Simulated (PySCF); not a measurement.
Compound: butane, C₄H₁₀.
Z-matrix (Å and degrees, PBE0-D3(BJ)/def2-TZVP geometry), rows numbered from 1:
```
C 
C   1  1.5184
C   2  1.5203  1  113.13
C   3  1.5182  2  113.09  1   179.40
H   1  1.0936  2  111.11  3    59.72
H   1  1.0923  2  111.68  3   179.99
H   1  1.0937  2  111.06  3   -59.80
H   2  1.0963  1  109.72  3  -122.10
H   2  1.0964  1  109.68  3   121.97
H   3  1.0964  2  109.05  1    57.07
H   3  1.0963  2  109.11  1   -58.17
H   4  1.0937  3  111.10  2    60.02
H   4  1.0922  3  111.70  2  -179.69
H   4  1.0938  3  111.06  2   -59.46
```

Linear response at PBE0/aug-cc-pVTZ (PySCF, frozen core in the response, non-relativistic). One conformer (not necessarily the lowest) at the PBE0-D3(BJ)/def2-TZVP geometry, without solvent, vibrations or thermal averaging.

Static isotropic polarisability: 53.32 au (7.90 Å³), principal values 47.9, 50.7, 61.4 au.

Q: What is the polarisability at 1064 nm and at the sodium D line?

A: 53.69 au at 1064 nm (+0.7 %), 54.55 au at 589.3 nm (+2.3 %). The rise at 589.3 nm is 3.34 times that at 1064 nm; a pure ω² law gives 3.26. The lowest singlet lies at 156 nm, shorter than both wavelengths.

Q: What is the isotropic C6 coefficient between two such molecules, C6 = (3/π)∫α(iω)² dω?

A: 1241 au (Eh·bohr⁶) by a ten-point quadrature over imaginary frequencies, which is 742 eV·Å⁶ or 71.6 J·nm⁶/mol.

Q: Which effective excitation energy ω̄ makes London's formula C6 = (3/4)α²ω̄ exact here?

A: ω̄ = 4·C6/(3α²) = 0.582 Eh = 15.8 eV. A one-pole form α(ω) = α/(1 − ω²/ω̄²) fitted to the 1064 nm value gives 14.1 eV.

Q: How anisotropic is the static polarisability, by Δα² = ½[(α1 − α2)² + (α2 − α3)² + (α3 − α1)²]?

A: Δα = 12.4 au, or 0.23 of the isotropic value.

Q: How many electrons N does the Slater–Kirkwood formula C6 = (3/4)·√N·α^(3/2) need to give this C6?

A: N = (4·C6/3)²/α³ = 18.1; the species has 34 electrons in all.

Q: What three-body coefficient follows from the one-pole estimate C9 = (3/4)·α·C6?

A: 49600 au. This is an estimate from the two numbers above, not a computed integral.

Q: The lowest 10 singlets have (eV, f): 7.93, 0.000; 8.04, 0.000; 8.38, 0.008; 8.44, 0.000; 8.45, 0.029; 8.46, 0.066; 8.52, 0.047; 8.57, 0.046; 8.60, 0.013; 8.80, 0.006. What share of the static polarisability do they carry in the sum over states α = Σ f/ω²?

A: 2.20 au, 4.1 % of α; the largest term, 0.68 au, is that of the state at 8.46 eV. Their oscillator strengths add up to 0.22. Higher states carry the rest.

Q: What n − 1 at the D line would an ideal gas of it have at 273.15 K and 1 atm (2.6868 × 10¹⁹ cm⁻³), by n − 1 = 2π·N·α′?

A: 13.65 × 10⁻⁴, a formal value whether or not that pressure can be reached.

Q: What molar refraction at the D line follows from R = (4π/3)·N_A·α′, with α′ the polarisability volume?

A: α′ = 8.08 Å³ gives R = 20.39 cm³/mol, for isolated, non-vibrating species.

The run took 41 s wall, 93 s CPU on an AMD EPYC 7R13 with 2 threads, shared host, and the process peaked at 1.8 GiB of memory. This is the whole response run at PBE0/aug-cc-pVTZ, SCF included.
